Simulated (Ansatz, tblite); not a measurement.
Cost and result up the ladder for the cluster Si₃H₂⁻ (the lowest doublet isomer of a short search) (5 atoms). Charge -1, multiplicity 2. Geometry: B3LYP-D4/def2-TZVPD.

| atom | x (Å) | y (Å) | z (Å) |
| --- | --- | --- | --- |
| Si1 | 0.416 | -0.543 | -0.798 |
| Si2 | -0.064 | -1.471 | 1.169 |
| Si3 | 0.345 | 0.928 | 0.883 |
| H4 | -0.861 | 1.860 | 1.012 |
| H5 | 0.164 | -0.774 | -2.266 |

Ansatz on 4 threads of Arm Neoverse V1 on a shared host; xTB runs through tblite on one thread. Times are rough, summed over both states, and most runs start from the orbitals of an earlier one. PBE-QIDH/def2-TZVPD serves as the yardstick here, not as an exact answer. The other state is a quartet at its own geometry.

The xTB rows come from tblite. Correlated methods freeze 15 core orbitals. In CCSD on the charge -1 quartet the largest single amplitude is 0.17, so its Hartree–Fock determinant may place the open shell otherwise than the density functionals do. The structure comes from a short search, and lower isomers may exist.

Run but left out: HF/STO-3G, MP2/def2-TZVPD, MP2/def2-TZVPPD (doublet: ⟨S²⟩ 1.00 to 1.32, where a pure state has 0.75); HF/def2-TZVPD, HF/def2-TZVPPD (doublet: a determinant that CCSD turns far, T1 0.051).

Correlated methods converge slowly with the basis.

xTB has no spin-polarisation term.

| level | functions | wall time | quartet − doublet (eV) | difference from PBE-QIDH/def2-TZVPD (eV) | remarks |
| --- | --- | --- | --- | --- | --- |
| GFN2-xTB | 29 | 0.009 s | 1.16 | 0.33 | – |
| GFN1-xTB | 31 | 0.12 s | 1.40 | 0.57 | – |
| PBE-D4/def2-TZVPD | 147 | 3.6 s | 0.76 | -0.06 | HOMO above zero (doublet), HOMO above zero (quartet) |
| revPBE-D4/def2-TZVPD | 147 | 3.7 s | 0.72 | -0.11 | HOMO above zero (doublet), HOMO above zero (quartet) |
| RPA@PBE/def2-TZVPD | 147 | 5.1 s | 0.80 | -0.03 | – |
| PBE0-D4/def2-TZVPD | 147 | 5.5 s | 0.76 | -0.07 | – |
| BHLYP-D4/def2-TZVPD | 147 | 7.3 s | 0.77 | -0.06 | – |
| PBE-QIDH/def2-TZVPD | 147 | 8.9 s | 0.83 | 0.00 | – |
| r2SCAN-D4/def2-TZVPD (with forces) | 147 | 10 s | 0.71 | -0.12 | HOMO above zero (doublet), HOMO above zero (quartet) |
| r2SCANh-D4/def2-TZVPD | 147 | 12 s | 0.71 | -0.12 | HOMO above zero (quartet) |
| r2SCAN0-D4/def2-TZVPD | 147 | 17 s | 0.70 | -0.13 | – |
| CCSD(T)/def2-TZVPPD | 178 | 80 s | 0.83 | 0.00 | large T1 (0.051) (doublet), spin-contaminated (⟨S²⟩ 1.00) (doublet) |
